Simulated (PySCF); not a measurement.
Match the calculated data to a structure.

| technique | computed result |
| --- | --- |
| Valence photoelectron | vertical ionisation energy: 8.91 eV [ΔSCF B3LYP/def2-SVPD] |
| Dipole | 0.25 D [B3LYP/def2-SVPD] |
| UV, strongest line | among the 10 lowest singlet transitions: S2 at 6.66 eV (186 nm, f = 0.208) [TDDFT B3LYP/def2-SVPD] |
| Triplet | lowest triplet excitation (Tamm–Dancoff): 4.26 eV [TDA B3LYP/def2-SVPD] |
| Rotational structure | rotational constants A, B, C: 6.732, 3.182, 2.373 GHz [PBE0-D3(BJ)/def2-SVP] |
| 13C NMR | chemical shifts (computed TMS as zero) by class: 147.0 (1 C), 140.1 (1 C), 45.7 (1 C), 37.5 (1 C), 36.6 (1 C), 23.2 (1 C) ppm [GIAO B97-2/pcSseg-2] |
| UV, first state | lowest singlet excitation: 6.34 eV (196 nm, f = 0.028) [TDDFT B3LYP/def2-SVPD] |
| Polarisability | 70.8 au [B3LYP/def2-SVPD] |

Electronic properties: PySCF, gas phase, density fitting. Levels stand in brackets. One conformer (not necessarily the lowest) at the PBE0-D3(BJ)/def2-SVP geometry, without solvent, vibrations or thermal averaging. NMR classes are plain means over equivalent atoms (diastereotopic ones count apart unless rotation or inversion swaps them), as if these changed places fast.

Question: Which candidate is it?
A. `C[C@H]1C=CCC1` (3-methylcyclopentene)
B. `CC1=CCCC1` (1-methylcyclopentene)
C. `C=CCC(=C)C` (2-methyl-1,4-pentadiene)

Answer: A. It is `C[C@H]1C=CCC1`. Numbering: `[CH3:1][C@H:2]1[CH:3]=[CH:4][CH2:5][CH2:6]1`. Its formula, C6H10, gives 2 degrees of unsaturation: 1 ring and 1 π bond in the structure found. 6 carbons fall into 6 classes; from least to most shielded: alkene CH carbon [C3] (147.0 ppm), alkene CH carbon [C4] (140.1 ppm), allylic carbon [C2] (45.7 ppm), allylic carbon [C5] (37.5 ppm), ring CH2 carbon [C6] (36.6 ppm), methyl carbon [C1] (23.2 ppm). The first electron is taken from the HOMO, whose largest Löwdin shares are 0.31 on each of 2 atoms of one kind (alkene CH carbon), 0.09 on an allylic carbon and 0.08 on an allylic carbon. The optimised geometry has point group C1 and is an asymmetric top.

The others, at the same levels:
- `CC1=CCCC1` fails: its computed lowest singlet excitation is 5.91 eV (210 nm, f = 0.002) (against 6.34 eV) and smallest rotational constant is 2.258 GHz (against 2.373 GHz).
- `C=CCC(=C)C` fails: its computed lowest singlet excitation is 5.98 eV (207 nm, f = 0.072) (against 6.34 eV), static isotropic polarisability is 76.7 au (against 70.8 au) and smallest rotational constant is 1.828 GHz (against 2.373 GHz).

Each candidate is one conformer, not necessarily the lowest. Dipoles, sizes and rotational constants follow the conformer. The torsions of the flexible species, by atom-mapped SMILES:
- `[CH2:1]=[CH:2][CH2:3][C:4](=[CH2:5])[CH3:6]`: C1–C2–C3–C4 118°, C2–C3–C4–C5 113°

The conformers of `C[C@H]1C=CCC1` and `CC1=CCCC1` aren't listed.
